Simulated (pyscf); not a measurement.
**Addition across a multiple bond or ene-type step: O=Nb(Cl)(Cl)–Cl (SMILES [O]=[Nb]([Cl])([Cl])[Cl]) + H₂ (SMILES [H][H]) → HO–NbH(Cl)(Cl)–Cl (SMILES [OH][NbH]([Cl])([Cl])[Cl])**

Gas phase, singlet surface, charge 0. Bonds broken: H6–H7. Bonds formed: O1–H6, Nb2–H7. Single points on ωB97X-D3(BJ)/def2-SVP structures (PySCF, gas phase).

Transition state (Å):

```xyz
7

O      0.4477     0.7642     0.5577
Nb    -0.9170    -0.2228    -0.0029
Cl    -0.1955    -2.1680    -0.9513
Cl    -2.6459     1.0859    -0.7104
Cl    -2.0458    -1.2033     1.7532
H      0.5109     0.8970    -0.5960
H     -0.1163     0.4948    -1.5507
```

One imaginary mode, 1498i cm⁻¹; descent along it reached the two sides named.

| bond | change | reactant side (Å) | saddle | product side |
|---|---|---|---|---|
| H6–H7 | breaks | 0.760 | 1.211 | 3.6 |
| O1–H6 | forms | 2.8 | 1.163 | 0.966 |
| Nb2–H7 | forms | 3.5 | 1.885 | 1.710 |

Electronic energies relative to the separated reactants (kcal/mol):

```
level                   barrier  reaction energy  reverse barrier
----------------------  -------  ---------------  ---------------
ωB97X-D3(BJ)/def2-TZVP     40.5            +16.3             24.3
PBE/def2-TZVP              36.0            +17.7             18.3
r²SCAN/def2-TZVP           36.9            +16.6             20.4
B3LYP-D3(BJ)/def2-TZVP     39.8            +16.1             23.7
PBE0-D3(BJ)/def2-TZVP      36.2            +14.1             22.0
M06-2X/def2-TZVP           42.0            +16.0             26.0
ωB97M-D3(BJ)/def2-TZVP     40.4            +15.8             24.6
HF/def2-TZVP               50.9            +14.9             36.0
```

With ωB97M-D3(BJ)/def2-TZVP energies and thermal terms (ideal gas, 1 atm, RRHO with modes under 100 cm⁻¹ raised to 100, one conformer, R ln 2 for chiral ones without a mode under 150 cm⁻¹), in kcal/mol:

```
T (K)   ΔH‡   ΔG‡     ΔH     ΔG
-----  ----  ----  -----  -----
298    41.3  49.5  +19.5  +27.3
600    40.3  58.3  +19.2  +35.4
900    40.1  67.4  +19.5  +43.4
1200   40.2  76.5  +20.1  +51.3
```

At the saddle there is also a short H–Nb contact that neither side keeps. One saddle was located; it need not be the lowest between these sides. Elements past Kr carry the def2 core potentials, without spin-orbit coupling.
